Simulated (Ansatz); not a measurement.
A made-up structure of CH$_{4}$Al, doublet:

C1  (-0.101, -1.014, 0.027)
Al2  (0.090, 0.901, -0.024)
H3  (0.521, -0.220, -0.957)
H4  (-0.041, -1.609, 0.937)
H5  (-0.015, 1.660, -1.413)
H6  (0.350, 1.695, 1.324)
(Å)

It is relaxed with PBE-D4/def2-SVP and then PBE0-D4/def2-TZVP (Ansatz 0.2.0). Atoms count as bonded within 1.22 times the sum of their covalent radii (H–H: 0.88 Å). The end point is not checked to be a true minimum.

(1) Does its bonding change? (A judgement: the text doesn't fix the answer.)

## Answers

(1) By the calculation: Yes. Formed: C1–H3; broken: Al2–H3.

Where it ends: The first stage lowers the energy by 3.39 eV in 11 steps. It ends as CH₄Al ([CH2][AlH2]):
C1  (0.206, -0.780, -0.062)
Al2  (0.071, 1.138, 0.021)
H3  (0.256, -1.349, -0.989)
H4  (0.241, -1.428, 0.813)
H5  (0.026, 1.977, -1.325)
H6  (0.005, 1.856, 1.435)
(Å)

Labels in which every atom is bracketed show which atoms are joined, not bond orders.

For scale, one of the runs: PBE0-D4/def2-TZVP relaxation, 92 basis functions, launched by `ansatz run in.yaml --threads 2 --pin off --events-out ev --progress --plain --max-ram 4352MiB`. The run took about 7 s on 2 CPU threads of an Arm Neoverse V2 (shared host).
